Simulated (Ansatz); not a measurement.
Two isomers of C2H6OS2: A = `CC(O)(S)S`, B = `COCSS`.

Computed with Ansatz on PBE0-D4/def2-TZVP structures; ΔE is electronic, products minus reactants. CBS: MP2 limit from def2 TZ/QZ plus the TZ coupled-cluster correction, frozen cores. DFT in def2-TZVPP. B3LYP here is the variant with VWN-RPA as its local correlation; programs differ in this. One conformer a species, not always the lowest.

(1) Which is lower in electronic energy at CCSD(T)/CBS, and by how much? (An estimate is asked.)

(2) Give E(B) − E(A) in kcal/mol with ωB97M-V, r2SCAN-D4, CCSD/def2-TZVPP, B3LYP, PBE0-D4, B2PLYP, CCSD(T)/def2-TZVPP. (Best estimate.)

Largest T1 diagnostic: 0.012.

Answers

(1) The calculation gave: A, by 8.7 kcal/mol.

(2) Ansatz gave: ωB97M-V 7.3, r2SCAN-D4 6.4, CCSD/def2-TZVPP 8.0, B3LYP 3.3, PBE0-D4 6.0, B2PLYP 5.7, CCSD(T)/def2-TZVPP 8.6. None reverses the order clearly.

From PBE to PBE0 (25 % exact exchange), in def2-TZVPP and without D4, E(B) − E(A) moves by +1.0 kcal/mol. In def2-TZVPP, CCSD(T) changes the Hartree–Fock value by +5.1 kcal/mol (the triples alone add +0.6 kcal/mol) and MP2 by +6.7 kcal/mol.
